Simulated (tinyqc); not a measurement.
Orbital energy against energy difference: ionisation energy by orbital energies and by energy differences in the cc-pvdz basis, for HF, spin multiplicity 1. Computed by the program tinyqc with PySCF. Command: `OMP_NUM_THREADS=1 python tinyqc.py 110500 110501 out.jsonl`; one thread of a shared host (Intel(R) Xeon(R) Processor @ 2.60GHz), about 7 s.

Geometry (angstrom):
```
atom       x       y       z
F     0.0000  0.0000  0.0000
H     0.0000  0.0000  0.9020
```

CCSD(T) difference in the same basis = 15.5017 eV

IP-EOM-CCSD = 15.2658 eV

The cation is unrestricted; errors are against CCSD(T) in this basis, not against experiment.

First vertical ionisation energy (eV):
```
method     -e(HOMO)  E(cation) - E  error of -e(HOMO)  error of the difference
HF          17.1543      14.228793             1.6526                  -1.2729
LDA          8.4691      16.245622            -7.0326                   0.7439
PBE          8.3430      15.824763            -7.1586                   0.3231
B3LYP       10.3887      15.875508            -5.1130                   0.3738
PBE0        10.8317      15.747008            -4.6700                   0.2453
CAM-B3LYP   12.3374      15.865176            -3.1642                   0.3635
LC-wPBE     13.6844      15.928423            -1.8173                   0.4267
```

Koopmans errs by +1.65 eV and Delta-HF by -1.27 eV: relaxation, 2.93 eV, lowers the value and the missing correlation difference works against it. The PBE level is off by -7.2 eV through the wrong tail of its potential, though its energy difference is off by +0.32 eV; exact exchange deepens the level, and among the orbital energies HF comes closest; among the differences PBE0 does.
